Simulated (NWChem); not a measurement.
## Correlation energy of CN (-1)

```
C
N 1 1.1910
```
Charge -1, spin multiplicity 1.

All runs are NWChem calculations. All single points use one geometry, from PBE/def2-SVP, a minimum by its harmonic frequencies.

Basis set: def2-SVPD. Each correlation energy counts from its own Hartree-Fock reference.

The correlated methods keep 2 core orbitals frozen. The structure started from a generated list of species. The anion's geometry comes from a basis without diffuse functions. No row is a measurement; the coupled-cluster row has its own basis-set and correlation limits.

```csv
method,correlation energy (mHa)
MP2,-297.6
SCS-MP2,[?]
CR-CCSD[T],-314.6
CR-CCSD(T),-313.8
CCSD,[?]
CCSD+T(CCSD),-317.9
CCSD(T),-316.9
```

**Question.** Complete the blanks.

**Answer.** 
- SCS-MP2, correlation energy (mHa): -288.4
- CCSD, correlation energy (mHa): -302.1
